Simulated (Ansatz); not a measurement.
# How methods differ on SiH3OF (SMILES O[SiH2]F)

The species is SiH3OF (6 atoms), meant as a singlet with charge 0. As SMILES, `O[SiH2]F`. The coordinates come from a PBE0-D4/def2-TZVP relaxation. This is one conformer, not always the lowest.

```xyz
6

O    -0.8535   -0.2092   -0.9241
Si    0.3783   -0.0093    0.1239
F     0.1808   -0.9228    1.4178
H    -1.7142    0.1502   -0.7056
H     1.5956   -0.4585   -0.5758
H     0.4551    1.3856    0.6176
```

Each level gives the energy change with the Si2–F3 bond stretched from 1.596 to 3.990 Å (eV). The values are calculated.

```json
{"level": "HF/STO-3G (restricted)", "kind": "Hartree–Fock", "program": "Ansatz", "value (eV)": "10.87", "less FCI/STO-3G": "+6.63", "CPU time (all runs)": "0.3 s"}
{"level": "SVWN5/STO-3G (restricted)", "kind": "LDA", "program": "Ansatz", "value (eV)": "7.06", "less FCI/STO-3G": "+2.82", "CPU time (all runs)": "2 s"}
{"level": "revPBE/STO-3G (restricted)", "kind": "GGA", "program": "Ansatz", "value (eV)": "6.37", "less FCI/STO-3G": "+2.13", "CPU time (all runs)": "3.4 s"}
{"level": "r2SCAN/STO-3G (restricted)", "kind": "meta-GGA", "program": "Ansatz", "value (eV)": "6.96", "less FCI/STO-3G": "+2.72", "CPU time (all runs)": "11 s"}
{"level": "B3LYP/STO-3G (restricted)", "kind": "global hybrid", "program": "Ansatz", "value (eV)": "7.45", "less FCI/STO-3G": "+3.21", "CPU time (all runs)": "3.2 s"}
{"level": "wB97M-V/STO-3G (restricted)", "kind": "range-separated hybrid", "program": "Ansatz", "value (eV)": "8.73", "less FCI/STO-3G": "+4.49", "CPU time (all runs)": "59 s"}
{"level": "wB97X/STO-3G (restricted)", "kind": "range-separated hybrid", "program": "Ansatz", "value (eV)": "8.64", "less FCI/STO-3G": "+4.40", "CPU time (all runs)": "16 s"}
{"level": "MP2/STO-3G (restricted)", "kind": "perturbation theory", "program": "Ansatz", "value (eV)": "4.42", "less FCI/STO-3G": "+0.18", "CPU time (all runs)": "0.54 s"}
{"level": "FCI/STO-3G", "kind": "exact in the basis", "program": "Ansatz", "value (eV)": "4.24", "less FCI/STO-3G": "0.00", "CPU time (all runs)": "3.2 min"}
```

FCI/STO-3G is exact within its basis and frozen core, so for wave-function methods in that basis the difference is their error; functionals converge differently with the basis, so for them it is only a difference. A spin-restricted reference rises too steeply as a bond breaks; here HF/STO-3G, SVWN5/STO-3G, revPBE/STO-3G, r2SCAN/STO-3G, B3LYP/STO-3G, wB97M-V/STO-3G, wB97X/STO-3G lie well above the multireference or unrestricted value. The first shape isn't each level's own minimum. The values span 4.24 to 10.87 eV. All rows use very small basis sets, so none should be taken for the real molecule's value. Times are those of the runs behind each value, whatever else they computed, on shared processors of several kinds: orders of magnitude only.
